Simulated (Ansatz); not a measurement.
A nudged elastic band was laid between two geometries of AlH5O (7 atoms, charge 0, multiplicity 1).

These are results of RKS BHLYP/def2-SVP (Ansatz), not measurements.

```json
{"movable images": "5", "climbing image": "yes", "spring": "5.0 eV/Å²", "optimiser": "quadratic models (default)", "start path": "IDPP", "force threshold": "0.05 eV/Å", "iteration limit": "60", "end points": "relaxed"}
```

Initial state:

```xyz
7
Properties=species:S:1:pos:R:3
O -0.149 -1.135 -0.100
Al 0.140 0.868 -0.138
H -0.988 -1.429 0.260
H 0.547 -1.664 0.293
H 0.321 1.176 -1.681
H -1.251 1.240 0.542
H 1.442 0.876 0.778
```

Final state:

```xyz
7
Properties=species:S:1:pos:R:3
O -0.023 -1.146 -0.014
Al 0.227 0.859 0.046
H -0.285 -1.499 -0.866
H -0.567 -1.555 0.660
H 0.074 1.064 -1.525
H -1.031 1.194 0.963
H 1.665 1.015 0.690
```

Q: What changes between the two ends?

A: No bond is made or broken. The dihedral H3–O1–Al2–H5 goes from -119 to -8°.

Q: Give the energies along the band, and the barrier.

A: The forces met the threshold. The highest image is number 3 of 0 to 6, 0.4 kJ/mol above the ends, which have the same energy within 2 meV. The top lies less than 8 meV above the higher end, about what the thresholds resolve: that end is a shoulder or a very shallow well. A vibrational analysis at the climbing image gives one clearly imaginary mode, 79i cm⁻¹: a first-order saddle point.

| image | path coordinate (Å) | energy (kJ/mol) | dihedral H3–O1–Al2–H5 (°) |
| --- | --- | --- | --- |
| 0 | 0.00 | 0.0 | -119 |
| 1 | 0.35 | 0.0 | -100 |
| 2 | 0.70 | 0.2 | -80 |
| 3 | 1.05 | 0.4 | -60 |
| 4 | 1.39 | 0.4 | -42 |
| 5 | 1.74 | 0.2 | -25 |
| 6 | 2.08 | 0.0 | -8 |

Q: What is the geometry of the highest image?

A: 
```xyz
7
Properties=species:S:1:pos:R:3:forces:R:3
O -0.033 -1.130 -0.096 0.00 0.00 0.00
Al 0.170 0.877 -0.054 0.00 0.00 0.00
H -0.828 -1.512 -0.472 0.00 0.00 0.00
H 0.192 -1.621 0.695 0.00 0.00 0.00
H 0.090 1.152 -1.614 0.00 0.00 0.00
H -1.107 1.266 0.814 0.00 0.00 0.00
H 1.577 0.901 0.682 0.00 0.00 0.00
```

The run took 80 s on 1 thread of Intel(R) Xeon(R) Processor @ 2.50GHz (Skylake/Cascade Lake), with other jobs on the host, peak memory 0.11 GiB.
